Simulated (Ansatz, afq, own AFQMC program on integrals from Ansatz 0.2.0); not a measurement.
# GeH₂, triplet in aug-cc-pVDZ, levels against CCSDT(Q)

```yaml
atoms:
  - { symbol: Ge, position_ang: [0.0000, -0.0208, 0.0000] }
  - { symbol: H, position_ang: [0.0000, 0.7490, -1.3344] }
  - { symbol: H, position_ang: [0.0000, 0.7490, 1.3344] }
```

Basis aug-cc-pVDZ. Noble-gas cores (and the filled d shells of Ga–Kr and In–Xe) are frozen. AFQMC by an in-house program on the Cholesky factors that Ansatz 0.2.0 writes for its CCSD(T) run. The CISD trial takes its coefficients from CCSD amplitudes. Released means that phaseless walkers are propagated on without the constraint, phases kept. Free AFQMC starts from the CCSD state and is never constrained. Its projection time is finite, and what remains of the start isn't in its error. ± is one standard error of the sampling. No spin–orbit coupling.

Determinant: UHF, the one that the program's search chose, which needn't be the lowest solution. The geometry is a PBE0/def2-TZVP stationary point of this or a neighbouring charge and spin state.

No full CI on the walks' own integrals is used here; CCSDT(Q) serves as the reference and is uncertain by about the last step of the cluster series.

Cautions: no relativity below Rb; no spin-orbit coupling; inner d shell frozen; lower spins were not checked.

- T1 diagnostic: 0.0153
- weight of the determinant in the CISD state: 0.935
- ⟨S²⟩ of the determinant: 2.006
- size of the correlated space: 6 electrons in 40 orbitals

```json
{"level": "MP2", "correlation energy (eV)": "-1.9802"}
{"level": "CCSD", "correlation energy (eV)": "-2.5692"}
{"level": "CCSD(T)", "correlation energy (eV)": "-2.6264"}
```

Problem. Estimate where AFQMC with the constraint released lies against CCSD(T) on the same integrals.

Solution. 1.9 ± 0.08 kJ/mol below CCSD(T).

Reference: CCSDT(Q), correlation energy -2.645 eV. The released energy is read at 2.40 1/Eh (meV from the phaseless value at times in 1/Eh: -0.1 ± 0.8 at 0.24, -0.3 ± 0.8 at 0.51, 0.1 ± 0.7 at 0.99, -1.6 ± 0.8 at 1.62, -2.0 ± 0.8 at 2.40).

```tsv
level	E − E(reference) (kJ/mol)	share of correlation (%)
CCSD(T)	1.8	99.30
CCSDT	0.1	99.96
ph-AFQMC/HF	1.2 ± 1.6	99.54
ph-AFQMC/CISD	0.1 ± 0.1	99.95
released AFQMC	-0.1 ± 0.08	100.03
free AFQMC	0.0 ± 0.08	99.99
```

Free projections are given only where their last times agree within the noise and don't stop above the reference; a slow remainder of the start can still hide under it. A walk keeps the symmetry of its determinant, which the program's search chose and which needn't be the lowest solution, so a lower state of the same spin and another symmetry isn't excluded. Released energies are given only where the last usable release times agree within the noise; a slower fall can still hide under it.
